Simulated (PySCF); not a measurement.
Gas-phase reaction: 2 AlClF → 2 AlCl + F2

Method: PySCF energies plus ideal-gas RRHO corrections (1 bar). The comparison is the NASA 1993 polynomial table, which mixes measured and estimated data. After a fit of one offset per element over all species, the range-separated, M06-2X, PBE0/def2-QZVP and CCSD(T)/def2-TZVPP enthalpies, where run, lie to one side of the table for AlClF (+54 kJ/mol), AlCl (-22 kJ/mol): a fault of the table's entry, another state or a shared error of the levels is possible; this was not checked at source. † marks an energy on the PBE0/def2-TZVP geometry and frequencies. CCSD(T) freezes the core. Open shells (unrestricted): AlClF (multiplicity 2); the rest are closed-shell singlets. B3LYP is the form with VWN-RPA correlation. For this reaction the table lies outside the span of B3LYP, CCSD(T), M06-2X, MP2, PBE0, r2SCAN, ωB97M-V, ωB97X-V in their largest bases here; which side is off was not settled. CCSD(T) isn't extrapolated to the basis-set limit; its ΔH°(298 K) is 706.6 kJ in def2-SVP and 739.2 kJ in def2-TZVPP. The harmonic model lacks anharmonicity and excited electronic states, which grow with temperature; levels with a mode under 35 cm⁻¹ are left out. The table's entry may be an old estimate for AlClF, AlCl (not checked at source).

| level | ΔH°(298 K), kJ | minus table | ΔG°(1200 K), kJ |
|---|---|---|---|
| table | 876.1 | - | 764.7 |
| B3LYP/def2-TZVP† | 734.5 | -141.6 | 626.4 |
| CCSD(T)/def2-SVP† | 706.6 | -169.5 | 598.5 |
| PBE0/def2-QZVP† | 764.9 | -111.2 | 656.8 |
| r2SCAN/def2-TZVP† | 798.9 | -77.2 | 690.8 |
| ωB97X-V/def2-TZVP† | 746.4 | -129.7 | 638.3 |
